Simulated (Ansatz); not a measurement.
# AlFH2: molecular dynamics

The plan is to follow the molecule's vibrations and see whether its bonds hold. The start is relaxed first. Runs: 300 steps of 0.5 fs under a Langevin thermostat at 1500 K.

Program: Ansatz 0.2.0. Level of theory: RHF/def2-SVP. These are calculated values, not measurements.

**1. The starting structure**

Bond lengths: Al1–H2 1.560 Å, Al1–H3 1.560 Å, Al1–F4 1.690 Å. Angles: H2–Al1–H3 120.0°, H2–Al1–F4 120.0°, H3–Al1–F4 120.0°.

Structure file:

```xyz
4

Al    0.0000    0.0000    0.0000
H     0.0000    0.0000    1.5600
H     1.3510    0.0000   -0.7800
F    -1.4635    0.0000   -0.8450
```

**2. Relaxing the start**

Contents of input.yaml:

```yaml
crystal:
  periodic: [false, false, false]
  atoms:
    - { symbol: Al, position_ang: [0.0, 0.0, 0.0] }
    - { symbol: H, position_ang: [0.0, 0.0, 1.56] }
    - { symbol: H, position_ang: [1.351, 0.0, -0.78] }
    - { symbol: F, position_ang: [-1.4635, 0.0, -0.845] }
basis:
  gaussian: { orbitals: def2-SVP }
hamiltonian:
  xc: hf
relax:
  f_tol: 0.02
  max_steps: 40
```

Started as:

```bash
> ansatz run input.yaml --threads 1 --pin off --max-ram 2048MiB --backend cpu --events-out ev --progress --plain --runs-dir out
```

After this run come: Dynamics.

**Question.** What will these runs give? Wanted: relaxation of the start; temperature, first and last step; temperature, second half; potential energy, second half; bonds formed or broken.

As calculated:

| quantity | value |
| --- | --- |
| relaxation of the start | 3 moves, 0.037 eV lower |
| length | 300 steps of 0.5 fs |
| temperature, first and last step | 1125 and 1006 K |
| temperature, second half | mean 1321 K, from 732 to 2410 K |
| potential energy, second half | +121 meV/atom from the start |
| bonds formed or broken | 0 |

Against a set 1500 K the second half averages 1321 K with a spread of 355 K. The bonding pattern survives the run. A run of 150 fs with 4 atoms shows the motion but fixes no equilibrium value. The nuclei move classically, without zero-point motion, which matters most for hydrogen.
